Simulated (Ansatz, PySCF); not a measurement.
Bond stretch in Li2, singlet.

UKS-CAM-B3LYP = unrestricted CAM-B3LYP/cc-pVDZ in Ansatz (a quantum-chemistry and plane-wave program); UHF/LANL2DZ = unrestricted Hartree-Fock/LANL2DZ (PySCF 2.14.0); RKS-B3LYP/6-31G* = PySCF 2.14.0 with restricted B3LYP/6-31G*, spherical d; UKS-B3LYP/6-31G* = unrestricted B3LYP/6-31G*, spherical d run with PySCF; RKS-PBE = restricted PBE/cc-pVDZ (Ansatz).

Energies are in mEh, each relative to the lowest point of its own curve near equilibrium.

| R / Å | UKS-CAM-B3LYP | UHF/LANL2DZ | RKS-B3LYP/6-31G* | UKS-B3LYP/6-31G* | RKS-PBE |
|---|---|---|---|---|---|
| 2.04 | 20.2 | 23.9 | 21.4 | 21.4 | 21.4 |
| 2.21 | 9.8 | (withheld) | 10.7 | 10.7 | 10.8 |
| 2.37 | (withheld) | 7.0 | 4.6 | 4.6 | 4.7 |
| 2.43 | 2.5 | 5.3 | 3.0 | 3.0 | 3.2 |
| 2.61 | (withheld) | 2.2 | 0.4 | 0.4 | 0.5 |
| 2.67 | 0.0 | 1.6 | 0.1 | 0.1 | 0.1 |
| 2.74 | 0.1 | 1.0 | 0.0 | 0.0 | 0.0 |
| 2.84 | 0.6 | 0.3 | 0.3 | 0.3 | (withheld) |
| 2.89 | 1.0 | 0.1 | 0.7 | 0.7 | 0.5 |
| 2.99 | 2.2 | 0.0 | 1.6 | 1.6 | 1.4 |
| 3.15 | 4.6 | 0.2 | 3.7 | 3.7 | 3.3 |
| 3.45 | 10.6 | 1.4 | 8.9 | 8.9 | 8.1 |
| 3.72 | 16.2 | 2.7 | 14.1 | 14.1 | 13.1 |
| 4.10 | 22.2 | (withheld) | 21.5 | 20.3 | 20.0 |
| 4.59 | 27.3 | (withheld) | 30.1 | 25.7 | 28.1 |
| 4.91 | 29.3 | 6.0 | 34.9 | 27.9 | 32.7 |
| 5.36 | 31.1 | 6.4 | 40.6 | 29.9 | 38.0 |
| 6.04 | 32.5 | 6.7 | 47.1 | 31.3 | 43.9 |
| 6.78 | 33.0 | 6.8 | 51.9 | 31.9 | 48.0 |
| 7.45 | 33.2 | 6.8 | 54.8 | 32.1 | 50.2 |
| 8.23 | 33.3 | 6.8 | 56.9 | 32.2 | 51.7 |

Question: What belongs in the gaps?

Answer: 
- 2.21, UHF/LANL2DZ: 13.4
- 2.37, UKS-CAM-B3LYP: 3.9
- 2.61, UKS-CAM-B3LYP: 0.2
- 2.84, RKS-PBE: 0.2
- 4.10, UHF/LANL2DZ: 4.3
- 4.59, UHF/LANL2DZ: 5.5

The unrestricted determinant behind UKS-CAM-B3LYP, UKS-B3LYP/6-31G* is spin-contaminated at 3.72 to 8.23 Å (<S²> up to 1.0, against 0.00 for a pure singlet). The unrestricted determinant behind UHF/LANL2DZ is spin-contaminated at 2.04 to 8.23 Å (<S²> up to 1.0, against 0.00 for a pure singlet). The restricted form behind RKS-B3LYP/6-31G*, RKS-PBE keeps the bonding electrons paired and can't separate into open-shell fragments.
